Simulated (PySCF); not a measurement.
## Frontier levels across methods

Compound: C5H5F.
Z-matrix (Å and degrees, PBE0-D3(BJ)/def2-SVP geometry), rows numbered from 1:
```
F 
C   1  1.3243
C   2  1.3465  1  126.80
C   3  1.4948  2  106.95  1  -180.00
C   4  1.4981  3  104.46  2     0.23
C   5  1.3482  4  109.24  3    -0.21
H   3  1.0885  2  127.03  1    -0.10
H   4  1.1064  3  112.09  2  -120.13
H   4  1.1060  3  112.26  2   121.02
H   5  1.0904  4  124.10  3  -179.98
H   6  1.0905  2  124.30  1    -0.16
```

Basis pcSseg-2 throughout (PySCF), one geometry. Geometry: PBE0-D3(BJ)/def2-SVP; no solvent, vibrations or thermal averaging.

Question: How do the orbital energies, the gap and the dipole change with the method?

Answer: 
| method | kind | HOMO (eV) | LUMO (eV) | gap (eV) | μ (D) | SCF cycles |
| --- | --- | --- | --- | --- | --- | --- |
| BLYP | GGA | -5.29 | -1.51 | 3.78 | 1.80 | 15 |
| B97-D | GGA | -5.37 | -1.55 | 3.82 | 1.79 | 15 |
| OPBE | GGA | -5.41 | -1.55 | 3.86 | 1.74 | 16 |
| KT2 | GGA | -5.43 | -1.61 | 3.82 | 1.80 | 16 |
| KT3 | GGA | -5.44 | -1.61 | 3.83 | 1.77 | 16 |
| PBE | GGA | -5.45 | -1.64 | 3.81 | 1.79 | 15 |
| BP86 | GGA | -5.53 | -1.72 | 3.81 | 1.79 | 15 |
| LDA | LDA | -5.65 | -1.83 | 3.82 | 1.90 | 15 |
| B97-2 | global hybrid | -6.25 | -0.76 | 5.49 | 1.88 | 14 |
| B3LYP | global hybrid | -6.30 | -0.94 | 5.36 | 1.91 | 14 |
| PBE0 | global hybrid | -6.51 | -0.71 | 5.79 | 1.91 | 14 |
| mPW1PW91 | global hybrid | -6.52 | -0.73 | 5.79 | 1.91 | 14 |
| BHandHLYP | global hybrid | -7.40 | 0.32 | 7.72 | 2.02 | 12 |
| CAM-B3LYP | range-separated hybrid | -7.81 | 0.40 | 8.20 | 1.97 | 12 |
| wB97X-D | range-separated hybrid | -8.31 | 1.08 | 9.40 | 1.92 | 13 |
| HF | Hartree–Fock | -8.66 | 2.69 | 11.35 | 2.08 | 11 |
| LC-wPBE | range-separated hybrid | -9.15 | 1.51 | 10.67 | 1.97 | 13 |

The HOMO spans 3.86 eV, from BLYP down to LC-wPBE, and the gap runs from 3.78 eV (BLYP) to 11.35 eV (HF). Over the methods BLYP (0 %), B97-D (0 %), OPBE (0 %), KT2 (0 %), KT3 (0 %), PBE (0 %), BP86 (0 %), LDA (0 %), B97-2 (21 %), B3LYP (20 %), PBE0 (25 %), mPW1PW91 (25 %), BHandHLYP (50 %), HF (100 %), a straight line through the gap against the share of exact exchange rises by 0.76 eV for each 10 % (correlation coefficient 1.000). The dipole ranges from 1.74 D (OPBE) to 2.08 D (HF). This basis has no diffuse functions.

The vertical ΔSCF ionisation energy at CAM-B3LYP/def2-SVPD is 8.72 eV; −ε(HOMO) comes closest to it with HF (8.66 eV).
